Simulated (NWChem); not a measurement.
System: H anion

The following NWChem deck was run.

```
start job
memory heap 200 mb stack 900 mb global 1100 mb
charge -1
geometry units angstroms noautoz
  H      0.000000     0.000000     0.000000
end
basis spherical
  H library aug-pcseg-1
end
dft
  xc xpbe96 cpbe96
  iterations 150
  mulliken
end
task dft gradient
```

NWChem printed, in part:

```
             Northwest Computational Chemistry Package (NWChem) 7.3.0
             --------------------------------------------------------

                             Geometry "geometry" -> ""
                             -------------------------

 Output coordinates in angstroms (scale by  1.889725989 to convert to a.u.)

  No.       Tag          Charge          X              Y              Z
 ---- ---------------- ---------- -------------- -------------- --------------
    1 H                    1.0000     0.00000000     0.00000000     0.00000000

 Effective nuclear repulsion energy (a.u.)       0.0000000000

  pbe96 is a nonlocal functional; adding pw91lda local functional.

                                 NWChem DFT Module
                                 -----------------

 Summary of "ao basis" -> "ao basis" (spherical)
 ------------------------------------------------------------------------------
       Tag                 Description            Shells   Functions and Types
 ---------------- ------------------------------  ------  ---------------------
 H                        aug-pcseg-1                5        9   3s2p

            General Information
            -------------------
          SCF calculation type: DFT
          Wavefunction type:  closed shell.
          No. of atoms     :     1
          No. of electrons :     2
           Alpha electrons :     1
            Beta electrons :     1
          Charge           :    -1
          Spin multiplicity:     1
          Use of symmetry is: off; symmetry adaption is: off
          Maximum number of iterations: 150
          AO basis - number of functions:     9
                     number of shells:     5
          Convergence on energy requested:  1.00D-06
          Convergence on density requested:  1.00D-05
          Convergence on gradient requested:  5.00D-04

              XC Information
              --------------
          PerdewBurkeErnzerhof Exchange Functional  1.000
            Perdew 1991 LDA Correlation Functional  1.000 local
           PerdewBurkeErnz. Correlation Functional  1.000 non-local

             Grid Information
             ----------------
          Grid used for XC integration:  medium
          Radial quadrature: Mura-Knowles
          Angular quadrature: Lebedev.
          Tag              B.-S. Rad. Rad. Pts. Rad. Cut. Ang. Pts.
          ---              ---------- --------- --------- ---------
          H                   0.35       45          10.0       434
          Grid pruning is: on
          Number of quadrature shells:    45
          Spatial weights used:  Erf1

      Superposition of Atomic Density Guess
      -------------------------------------

 Sum of atomic energies:          -0.49864993

 Renormalizing density from       1.00 to      2

      Non-variational initial energy
      ------------------------------

 Total energy =      -0.377064
 1-e energy   =      -0.997299
 2-e energy   =       0.620236
 HOMO         =       0.075344
 LUMO         =       0.262315

     ---------------------------------------------
      Total Density - Mulliken Population Analysis
     ---------------------------------------------

    Atom       Charge   Shell Charges
 -----------   ------   -------------------------------------------------------
    1 H    1     2.00   0.60  0.93  0.47 -0.00  0.00

   convergence    iter        energy       DeltaE   RMS-Dens  Diis-err
 ---------------- ----- ----------------- --------- --------- ---------
 d= 0,ls=0.0,diis     1     -0.5207010085 -5.21D-01  7.18D-02  3.54D-03
 d= 0,ls=0.0,diis     2     -0.5173749798  3.33D-03  2.86D-02  1.45D-02
 d= 0,ls=0.0,diis     3     -0.5246007568 -7.23D-03  5.27D-03  4.17D-04
 d= 0,ls=0.0,diis     4     -0.5247914341 -1.91D-04  3.39D-04  2.17D-06
  Singularity in Pulay matrix. Error and Fock matrices removed.
 d= 0,ls=0.0,diis     5     -0.5247923944 -9.60D-07  1.24D-06  1.69D-11

         Total DFT energy =       -0.524792394446
      One electron energy =       -0.873925389132
           Coulomb energy =        0.777091600218
    Exchange-Corr. energy =       -0.427958605533
 Nuclear repulsion energy =        0.000000000000

 Numeric. integr. density =        1.999999808810

                       DFT Final Molecular Orbital Analysis
                       ------------------------------------

 Vector    1  Occ=2.000000D+00  E= 6.548075D-02
              MO Center=  2.2D-14, -3.1D-14, -3.1D-14, r^2= 2.8D+00
   Bfn.  Coefficient  Atom+Function         Bfn.  Coefficient  Atom+Function
  ----- ------------  ---------------      ----- ------------  ---------------
     3      0.444962  1 H  s                  1      0.401053  1 H  s
     2      0.354656  1 H  s

 Vector    2  Occ=0.000000D+00  E= 1.770773D-01
              MO Center= -7.5D-15,  1.1D-14,  1.1D-14, r^2= 9.7D+00
   Bfn.  Coefficient  Atom+Function         Bfn.  Coefficient  Atom+Function
  ----- ------------  ---------------      ----- ------------  ---------------
     3      1.301210  1 H  s                  2     -0.935168  1 H  s
     1     -0.243725  1 H  s

 Vector    3  Occ=0.000000D+00  E= 2.833285D-01
              MO Center= -1.9D-16,  9.1D-15, -3.2D-15, r^2= 4.4D+00
   Bfn.  Coefficient  Atom+Function         Bfn.  Coefficient  Atom+Function
  ----- ------------  ---------------      ----- ------------  ---------------
     8      0.942064  1 H  py                 9     -0.328652  1 H  pz

 Vector    4  Occ=0.000000D+00  E= 2.833285D-01
              MO Center= -1.1D-15,  6.4D-15,  1.8D-14, r^2= 4.4D+00
   Bfn.  Coefficient  Atom+Function         Bfn.  Coefficient  Atom+Function
  ----- ------------  ---------------      ----- ------------  ---------------
     9      0.941213  1 H  pz                 8      0.327234  1 H  py
     7     -0.053999  1 H  px

     ---------------------------------------------
      Total Density - Mulliken Population Analysis
     ---------------------------------------------

    Atom       Charge   Shell Charges
 -----------   ------   -------------------------------------------------------
    1 H    1     2.00   0.61  0.66  0.73  0.00  0.00

     -------------------------------------------
      Total Density - Lowdin Population Analysis
     -------------------------------------------

    Atom       Charge   Shell Charges
 -----------   ------   -------------------------------------------------------
    1 H    1     2.00   0.57  0.76  0.67  0.00  0.00

            General Information
            -------------------
          SCF calculation type: DFT
          Wavefunction type:  closed shell.
          No. of atoms     :     1
          No. of electrons :     2
           Alpha electrons :     1
            Beta electrons :     1
          Charge           :    -1
          Spin multiplicity:     1
          Use of symmetry is: off; symmetry adaption is: off
          Maximum number of iterations: 150
          AO basis - number of functions:     9
                     number of shells:     5
          Convergence on energy requested:  1.00D-06
          Convergence on density requested:  1.00D-05
          Convergence on gradient requested:  5.00D-04

              XC Information
              --------------
          PerdewBurkeErnzerhof Exchange Functional  1.000
            Perdew 1991 LDA Correlation Functional  1.000 local
           PerdewBurkeErnz. Correlation Functional  1.000 non-local

             Grid Information
             ----------------
          Grid used for XC integration:  medium
          Radial quadrature: Mura-Knowles
          Angular quadrature: Lebedev.
          Tag              B.-S. Rad. Rad. Pts. Rad. Cut. Ang. Pts.
          ---              ---------- --------- --------- ---------
          H                   0.35       45          10.0       434
          Grid pruning is: on
          Number of quadrature shells:    45
          Spatial weights used:  Erf1

          Convergence Information
          -----------------------
          Convergence aids based upon iterative change in
          total energy or number of iterations.
          Levelshifting, if invoked, occurs when the
          HOMO/LUMO gap drops below (HL_TOL):  1.00D-02
          DIIS, if invoked, will attempt to extrapolate
          using up to (NFOCK): 10 stored Fock matrices.

                    Damping( 0%)  Levelshifting(0.5)       DIIS
                  --------------- ------------------- ---------------
          dE  on:    start            ASAP                start
          dE off:    2 iters        150 iters           150 iters

                            NWChem DFT Gradient Module
                            --------------------------

  charge          =  -1.00
  wavefunction    = closed shell

                         DFT ENERGY GRADIENTS

    atom               coordinates                        gradient
                 x          y          z           x          y          z
   1 H       0.000000   0.000000   0.000000    0.000000  -0.000000  -0.000000
```

Level: PBE/aug-pcseg-1. The highest occupied level is positive, so the extra electron may be held by the finite basis.
